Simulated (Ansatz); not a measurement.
# C₃H₇FO₂: a ladder of functionals and wavefunction methods

The task here is to estimate one member of a computed series from the others.

The runs use Ansatz 0.2.0, Gaussian basis; functionals in def2-TZVPP, the program's frozen cores in correlated methods.

The runs, in order: PBE-D4, r2SCAN-D4, PBE0-D4, B3LYP-D4, ωB97X-V, ωB97M-V, B2PLYP; CCSD(T)/def2-TZVPP; MP2/def2-QZVPP; extrapolation to the limit.

## Structure used throughout

An earlier PBE0-D4 in a triple-zeta def2 set relaxation fixed the geometry.

13 atoms, charge 0, spin multiplicity 1.

Atoms are counted from 1 here; the program's logs count them from 0.

Bond lengths: C1–C2 1.499 Å, C1–H7 1.091 Å, C1–H8 1.091 Å, C1–H9 1.090 Å, C2–F3 1.390 Å, C2–O4 1.381 Å, C2–H10 1.096 Å, O4–C5 1.408 Å, C5–O6 1.392 Å, C5–H11 1.092 Å, C5–H12 1.093 Å, O6–H13 0.962 Å. Angles: C2–C1–H7 109.9°, C2–C1–H8 109.5°, C2–C1–H9 110.0°, H7–C1–H8 109.0°, H7–C1–H9 109.1°, H8–C1–H9 109.3°, C1–C2–F3 109.1°, C1–C2–O4 109.2°, C1–C2–H10 113.0°, F3–C2–O4 108.9°, F3–C2–H10 105.7°, O4–C2–H10 110.8°, C2–O4–C5 114.4°, O4–C5–O6 112.7°, O4–C5–H11 110.7°, O4–C5–H12 104.8°, O6–C5–H11 106.4°, O6–C5–H12 112.3° and more.

Set-up of the first run:

in.yaml

```yaml
crystal:
  periodic: [false, false, false]
  atoms:
    - {symbol: C, position_ang: [0.009128, -1.954801, 0.059160]}
    - {symbol: C, position_ang: [0.498047, -0.538237, 0.097124]}
    - {symbol: F, position_ang: [1.740080, -0.468490, -0.523117]}
    - {symbol: O, position_ang: [-0.390186, 0.268184, -0.587794]}
    - {symbol: C, position_ang: [-0.184342, 1.648979, -0.402230]}
    - {symbol: O, position_ang: [-0.561022, 2.081407, 0.865843]}
    - {symbol: H, position_ang: [-0.942997, -2.033409, 0.585255]}
    - {symbol: H, position_ang: [-0.130825, -2.263504, -0.977800]}
    - {symbol: H, position_ang: [0.735597, -2.612563, 0.536397]}
    - {symbol: H, position_ang: [0.654117, -0.166237, 1.116168]}
    - {symbol: H, position_ang: [0.872943, 1.899866, -0.511300]}
    - {symbol: H, position_ang: [-0.766895, 2.127422, -1.194283]}
    - {symbol: H, position_ang: [-1.513147, 1.976581, 0.951274]}
basis:
  gaussian: {orbitals: def2-TZVPP}
hamiltonian: {xc: pbe, dispersion: d4}
output: {forces: true, orbitals: {seedname: orbitals}}
```

Run with:

```bash
$ ansatz run in.yaml --threads 2 --pin off --events-out ev --progress --plain --max-ram 22528MiB --backend cuda --devices 0, --max-vram 18GiB
```

Steps of the session up to this table: PBE-D4 (GGA); r2SCAN-D4 (meta-GGA); PBE0-D4 (hybrid); B3LYP-D4 (hybrid); ωB97X-V (range-separated); ωB97M-V (range-separated); B2PLYP (double hybrid); CCSD(T) in def2-TZVPP; MP2 in def2-QZVPP.

One of the session's tables, all rows but one given; the rest of the session is left out.

It belongs to the step «Atomisation energies». 

| method | atomisation energy (kcal/mol) |
| --- | --- |
| PBE-D4 | 1254.5 |
| r2SCAN-D4 | 1224.2 |
| PBE0-D4 | 1224.1 |
| B3LYP-D4 | 1217.9 |
| ωB97X-V | 1223.2 |
| ωB97M-V | 1224.7 |
| B2PLYP | 1207.8 |
| HF/def2-TZVPP | 866.2 |
| MP2/def2-TZVPP | ? |
| CCSD/def2-TZVPP | 1171.2 |
| CCSD(T)/def2-TZVPP | 1190.5 |
| MP2/CBS | 1248.2 |
| CCSD(T)/CBS | 1221.8 |

**Question.** Estimate the row for MP2/def2-TZVPP.

As computed: atomisation energy (kcal/mol): 1216.9. In the column «atomisation energy (kcal/mol)» it lies between B2PLYP (1207.8) and B3LYP-D4 (1217.9).
